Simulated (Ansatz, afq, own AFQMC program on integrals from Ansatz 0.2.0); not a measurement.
# Ga2SiH, doublet: a scan with AFQMC

| atom | x (Å) | y (Å) | z (Å) |
| --- | --- | --- | --- |
| Ga | 0.0000 | -0.5215 | 2.5172 |
| Si | 0.0000 | -0.2414 | 0.0000 |
| Ga | 0.0000 | -0.5215 | -2.5172 |
| H | 0.0000 | 1.2844 | 0.0001 |

All coordinates are scaled about the centre. Energies in eV count from this geometry (1.000) at the same level; the start stands on UHF, each point on the determinant named.

Basis cc-pVDZ. Only valence electrons are correlated. Ansatz 0.2.0 and our own AFQMC program on the same integrals; the CISD trial comes from CCSD amplitudes, and released means the phaseless constraint is let go. Uncertainties: one standard error, sampling alone. No spin–orbit coupling.

Cautions, each for one point or more: an unrestricted solution with more broken spin lies lower; higher spins were not checked; inner d shell frozen; no relativity below Rb; no spin-orbit coupling; strong correlation; the ph-AFQMC/CISD walk drifts between its halves; unrestricted determinant slightly spin contaminated; unrestricted determinant spin contaminated; walk and cluster series may follow different spin states.

| scale of all distances | det. | T1 | weight | ⟨S²⟩ | r2SCAN | B3LYP | CCSD(T) |
| --- | --- | --- | --- | --- | --- | --- | --- |
| 0.870 | UHF | 0.036 | 0.80 | 0.88 | 0.904 | 1.153 | 1.276 |
| 1.134 | UHF | 0.032 | 0.80 | 0.78 | 0.677 | 0.542 | 0.594 |
| 1.524 | UHF¶ | 0.074 | 0.70 | 2.19 | 4.491§ | 4.187§ | 4.387 |
| 1.761 | UHF¶ | 0.061 | 0.72 | 2.56 | 5.917§ | 5.602§ | 5.584 |

Q: Estimate the curve of phaseless AFQMC with a CISD trial, counted from the same start.

A: 
```
scale of all distances  det.     T1  weight  ⟨S²⟩  ph-AFQMC/CISD  released AFQMC  CCSDT(Q)
                 0.870   UHF  0.036    0.80  0.88  1.272 ± 0.025               –     1.245
                 1.134   UHF  0.032    0.80  0.78  0.588 ± 0.022  0.629 ± 0.028*     0.573
                 1.524  UHF¶  0.074    0.70  2.19  4.244 ± 0.035  4.292 ± 0.059*         –
                 1.761  UHF¶  0.061    0.72  2.56  5.521 ± 0.028  5.534 ± 0.040*         –
```

Weight is that of the determinant in the CISD state; at the start T1 is 0.034 and the weight 0.80, and ⟨S²⟩ is 0.80. ¶ marks points with a poor determinant and no full CI, where no value is sure; they don't count among the departures. An asterisk marks released energies that aren't shown to be converged. Symmetry can't show for every point that it stays on the start's state. A dash marks a missing value, a released energy that hasn't settled or a functional that sits on another state. § marks a functional whose ⟨S²⟩ is too high by over 0.1. Largest departures from phaseless AFQMC with a CISD trial: CCSD(T) 0.006 eV at 1.134 (on UHF) (within the noise), CCSDT(Q) -0.027 eV at 0.870 (on UHF) (within the noise). The walk's constraint bias lies outside its error bars, so these are departures and not errors. The functionals aren't scored here. In this small basis the wave-function levels are far from their limit, so their gap to the functionals isn't the functionals' error. In total energy ph-AFQMC/CISD lies 47 ± 14 meV above CCSDT(Q) at the start, so its agreement along the curve rests in part on cancellation.

CCSDT and higher add their correlation energy to the determinant of the CCSD(T) run, since their own runs factorise the integrals more tightly (a shift of under 2 meV).
